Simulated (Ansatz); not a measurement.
# Cost against result

The pair of HCl (SMILES Cl, atoms 1–2) and CH6Si (SMILES C[SiH3], atoms 3–10), both closed shells, in one local arrangement (a lower one may exist), relaxed at PBE0-D4/def2-TZVP:

```
atom    x (Å)    y (Å)    z (Å)
 Cl1  -0.5256  -0.3921  -3.1396
  H2   0.2199  -0.6583  -2.1263
  C3  -0.8207   0.6140   0.5625
 Si4   0.7996  -0.2920   0.7571
  H5  -0.7410   1.4001  -0.1913
  H6  -1.1151   1.0756   1.5077
  H7  -1.6151  -0.0688   0.2542
  H8   1.2028  -0.9248  -0.5375
  H9   0.6984  -1.3831   1.7611
 H10   1.8967   0.6292   1.1523
```

Interaction energies are counterpoise-corrected; the time is that of the whole pair.

Program: Ansatz 0.2.0. Basis: as named in each row. Cores are frozen in the correlated methods. B3LYP uses VWN-RPA correlation. Extrapolation: Hartree–Fock as exp(−7.88 √X), correlation as X^−2.97.

Times are rough, for one single point on 4 threads of a shared host (Arm Neoverse V1).

The estimate by CCSD(T) at an estimated basis limit (MP2 extrapolated from triple and quadruple zeta, plus CCSD(T) − MP2 in triple zeta) is -1.80 kcal/mol.

```csv
method,basis,time (s),interaction energy (kcal/mol),method less estimate
HF,STO-3G,under 1,1.18,2.98
PBE-D4,STO-3G,under 1,-2.13,-0.33
SPW92,def2-SVP,under 1,-3.34,-1.54
B3LYP-D4,6-31G,under 1,-2.11,-0.31
PBE-D4,def2-SVP,under 1,-2.22,-0.42
PBE0-D4,def2-SVP,under 1,-1.88,-0.08
CCSD(T),def2-SVP,2,0.13,1.93
PBE-D4,def2-TZVPPD,2,-2.59,-0.79
revPBE-D4,def2-TZVPPD,2,-2.05,-0.25
BLYP-D4,def2-TZVPPD,2,-2.08,-0.28
PBE0-D4,def2-TZVPPD,3,-2.25,-0.45
B3LYP-D4,def2-TZVPPD,3,-2.08,-0.28
HSE06-D4,def2-TZVPPD,4,-2.26,-0.46
r2SCAN-D4,def2-TZVPPD,4,-2.05,-0.25
wB97M-V,def2-SVP,4,-1.25,0.55
B2PLYP,def2-TZVPPD,6,-0.97,0.83
wB97X-V,def2-TZVPPD,7,-1.76,0.04
wB97M-V,def2-TZVPPD,9,-1.76,0.04
B97M-V,def2-TZVPPD,10,-2.11,-0.31
MP2,def2-QZVPPD,28,-1.90,-0.10
CCSD(T),def2-TZVPPD,91,-1.47,0.33
```

T1 diagnostic: at most 0.010.
